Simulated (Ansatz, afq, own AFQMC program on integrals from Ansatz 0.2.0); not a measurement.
## C$_{2}$H$_{8}$ClNSi$_{2}$, singlet, reference energies and how methods fare

```xyz
14

C    -1.6489   -0.8315    1.2670
C    -1.1704   -1.5796    0.2658
Si    0.0977   -0.9623   -0.9605
N     0.3071    0.7758   -0.8703
Si    1.5272    1.6929   -0.0737
Cl    0.9612    2.2806    1.8469
H    -2.3903   -1.2150    1.9772
H    -1.3102    0.1984    1.4290
H    -1.5409   -2.6090    0.1615
H    -0.3346   -1.3357   -2.3434
H     1.4383   -1.5680   -0.6974
H    -0.4782    1.3191   -1.2238
H     2.7412    0.8490    0.0648
H     1.7878    2.9559   -0.8143
```

Geometry: a PBE0/def2-SVP stationary point, not shown to be a minimum. Basis def2-SVP. Noble-gas cores (and the filled d shells of Ga–Kr and In–Xe) are frozen. AFQMC by an in-house program on the Cholesky factors that Ansatz 0.2.0 writes for its CCSD(T) run. ph-AFQMC/CISD is guided by a CISD state made of CCSD amplitudes; releasing the constraint for a short imaginary time cuts its bias at the price of noise, slowly where states lie close. Error bars are statistical, one sigma.

Best estimates are CCSD(T) at the basis-set limit (def2-TZVPP/QZVPP) plus the step from CCSD(T) to the highest rung at hand in def2-SVP, named in the table (released AFQMC can keep some 10 meV of bias). Fragments are relaxed and keep their bonds. No zero-point, core-correlation or spin–orbit terms. Where CCSD(T) in the larger sets was too dear, only MP2 was extrapolated. Other levels are in def2-SVP, the functionals in def2-TZVP; a dash marks a level that is missing or breaks spin symmetry for a member.

Cautions: C₂H₈ClNSi₂ (singlet): the released value is read at 0.63 1/Eh with a noise of 23 meV, more than in the cases checked, later times being too noisy (meV from the phaseless value at times in 1/Eh: -24 ± 24 at 0.21, -55 ± 19 at 0.42, -56 ± 23 at 0.63, -40 ± 33 at 0.90); C₂H₈NSi₂ (doublet): the released value is read at 0.90 1/Eh with a noise of 27 meV, more than in the cases checked (meV from the phaseless value at times in 1/Eh: 0 ± 18 at 0.21, -24 ± 19 at 0.42, -63 ± 15 at 0.63, -50 ± 27 at 0.90).

```csv
process,PBE (kcal/mol)
Si5–Cl6 → C2H8NSi2 (doublet) + Cl (doublet),112.0
to free atoms,1212.7
```

**Question.** From these values, estimate the best estimates.

**Answer.** 
```csv
process,best estimate (kcal/mol),highest rung
Si5–Cl6 → C2H8NSi2 (doublet) + Cl (doublet),117.2 ± 0.8,released AFQMC
to free atoms,1214.9 ± 0.5,released AFQMC
```

Errors against the best estimates in kcal/mol, in the same order:

| level | error, 1 | error, 2 |
| --- | --- | --- |
| MP2 | -7.2 | -73.2 |
| CCSD(T) | -11.3 | -80.9 |
| ph-AFQMC/CISD | -11.1 ± 0.5 | -80.3 ± 0.3 |
| CCSD(T)/CBS | -0.3 | -1.6 |
| PBE | -5.3 | -2.2 |
| r2SCAN | -4.5 | -7.8 |
| PBE0 | -5.1 | -15.2 |
| B3LYP | -8.7 | -19.0 |
| wB97M-V | 0.6 | -0.3 |
| B2PLYP | -5.4 | -23.8 |

Cost at the first geometry (cards were shared with other jobs): PBE0/def2-SVP, 11 s on 1 thread of AMD EPYC 7R13 Processor (Zen 3) (shared host); RCCSD(T)/def2-SVP, 23 s on 1 × NVIDIA H100 80GB HBM3 with 1 thread of AMD EPYC 7R13 Processor (Zen 3), with other jobs on the host; ph-AFQMC/CISD with release, 6.1 min on 1 × NVIDIA H100 80GB HBM3 with 2 threads of AMD EPYC 7R13 Processor (Zen 3), with other jobs on the host.

Best estimates are given only where the step beyond CCSD(T) is under 0.3 eV and no member's determinant is very poor (T1 over 0.05, or 0.07 for open shells, ⟨S²⟩ too high by 0.3, two states mixed), so the hardest cases are missing from such tables.

The functionals ran in a triple-zeta set and keep a basis error of their own, a few kJ/mol for each bond in atomization energies and more for double hybrids, so close places among them and the extrapolated levels can swap.

Each member of a difference takes its own highest rung, so a best estimate needn't equal the limit plus the step of one row. Released energies are given only where the last usable release times agree within the noise; a slower fall can still hide under it.
